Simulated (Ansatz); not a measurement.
# C₄H₇F: small, medium and large basis sets

How large a basis does C₄H₇F need? Two functionals are run in growing sets.

Method: one geometry, several basis sets; program: Ansatz 0.2.0, Gaussian basis.

The runs, in order: PBE0-D4/def2-SVP; ωB97M-V/def2-SVP; PBE0-D4/def2-QZVPP; ωB97M-V/def2-QZVPP; the functionals' def2-TZVPP values are taken from earlier runs.

### 1 The geometry

All runs share one geometry, relaxed beforehand with PBE0-D4 in a triple-zeta def2 set.

SMILES `C/C=C/CF`, 12 atoms, charge 0, spin multiplicity 1.

Atoms are counted from 1 here; the program's logs count them from 0.

Bond lengths: C1–C2 1.489 Å, C1–H6 1.092 Å, C1–H7 1.095 Å, C1–H8 1.095 Å, C2–C3 1.325 Å, C2–H9 1.087 Å, C3–C4 1.487 Å, C3–H10 1.089 Å, C4–F5 1.379 Å, C4–H11 1.097 Å, C4–H12 1.097 Å. Angles: C2–C1–H6 111.7°, C2–C1–H7 111.0°, C2–C1–H8 111.0°, H6–C1–H7 108.2°, H6–C1–H8 108.2°, H7–C1–H8 106.5°, C1–C2–C3 124.7°, C1–C2–H9 117.0°, C3–C2–H9 118.2°, C2–C3–C4 125.1°, C2–C3–H10 120.3°, C4–C3–H10 114.6°, C3–C4–F5 112.0°, C3–C4–H11 110.8°, C3–C4–H12 110.8°, F5–C4–H11 107.7°, F5–C4–H12 107.7°, H11–C4–H12 107.7°.

Geometry (Å):

```mol
C4H7F
  3D, bonds by distance, orders not assigned

 12 11  0  0  0  0  0  0  0  0999 V2000
    0.6874    1.6039    0.8703 C   0  0
   -0.1650    0.4682    0.4217 C   0  0
    0.2173   -0.4724   -0.4298 C   0  0
   -0.6269   -1.6094   -0.8831 C   0  0
   -1.8812   -1.5823   -0.3115 F   0  0
    1.6767    1.5726    0.4096 H   0  0
    0.2244    2.5640    0.6217 H   0  0
    0.8158    1.5924    1.9573 H   0  0
   -1.1719    0.4160    0.8276 H   0  0
    1.2190   -0.4522   -0.8567 H   0  0
   -0.1620   -2.5680   -0.6209 H   0  0
   -0.7566   -1.5879   -1.9723 H   0  0
  1  2  8  0
  2  3  8  0
  3  4  8  0
  4  5  8  0
  1  6  8  0
  1  7  8  0
  1  8  8  0
  2  9  8  0
  3 10  8  0
  4 11  8  0
  4 12  8  0
M  END
```

### 2 PBE0-D4 in def2-SVP

Contents of in.yaml:

```yaml
crystal:
  periodic: [false, false, false]
  atoms:
    - {symbol: C, position_ang: [0.687419, 1.603876, 0.870339]}
    - {symbol: C, position_ang: [-0.164954, 0.468223, 0.421697]}
    - {symbol: C, position_ang: [0.217350, -0.472410, -0.429831]}
    - {symbol: C, position_ang: [-0.626911, -1.609423, -0.883051]}
    - {symbol: F, position_ang: [-1.881217, -1.582282, -0.311476]}
    - {symbol: H, position_ang: [1.676714, 1.572637, 0.409566]}
    - {symbol: H, position_ang: [0.224367, 2.564020, 0.621734]}
    - {symbol: H, position_ang: [0.815787, 1.592363, 1.957314]}
    - {symbol: H, position_ang: [-1.171886, 0.415968, 0.827619]}
    - {symbol: H, position_ang: [1.218963, -0.452205, -0.856735]}
    - {symbol: H, position_ang: [-0.162043, -2.568013, -0.620895]}
    - {symbol: H, position_ang: [-0.756588, -1.587854, -1.972279]}
basis:
  gaussian: {orbitals: def2-SVP}
hamiltonian: {xc: pbe0, dispersion: d4}
output: {orbitals: {seedname: orbitals}}
```

The runs that follow: ωB97M-V in def2-SVP; PBE0-D4 in def2-QZVPP; ωB97M-V in def2-QZVPP.

**Question.** What will the summary of the whole plan be? Wanted: PBE0-D4: double and triple zeta above quadruple; ωB97M-V: double and triple zeta above quadruple.

**Answer**, as computed:

```
                                       quantity          value
PBE0-D4: double and triple zeta above quadruple  8.37, 0.38 eV
ωB97M-V: double and triple zeta above quadruple  8.70, 0.37 eV
```

In words: For PBE0-D4 the step from double to triple zeta gains 7.99 eV and the next only 0.38 eV. Total energies overstate the basis error of differences, where much of it tends to cancel. The LUMO of ωB97M-V is positive and keeps falling with the basis (2.88 to 2.03 eV): an unbound level that the basis holds in place.
